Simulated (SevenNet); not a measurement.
Rock-salt ZrC

Method: the machine-learned potential SevenNet-l3i5 (trained on PBE and PBE+U data).

Cell (relaxed at this level):

```
ZrC
1.0
    0.00000     2.36191     2.36191
    2.36191     0.00000     2.36191
    2.36191     2.36191     0.00000
Zr C
1 1
Direct
  0.00000   0.00000   0.00000
  0.50000   0.50000   0.50000
```

```
Item                    Value
--------------------  -------
bulk modulus          223 GPa
elastic constant C11  453 GPa
elastic constant C12  107 GPa
elastic constant C44  135 GPa
```

Measured, for comparison: elastic constant C11 470 GPa, elastic constant C12 100 GPa, elastic constant C44 160 GPa (temperature not stated, no zero-point or thermal correction; as tabulated in Wu et al. (2005), arXiv:cond-mat/0412374). Computed (rounded) less measured: elastic constant C11 -4 %, elastic constant C12 +7 %, elastic constant C44 -16 %. A static lattice is as a rule a little smaller and stiffer than an uncorrected measurement, which narrows the difference in the elastic constant C12 and would widen misses of the other sign.

A machine-learned potential is trained on density-functional data: it inherits that level's misses and adds fitting errors of its own.

Elastic constants are with the ions relaxed.
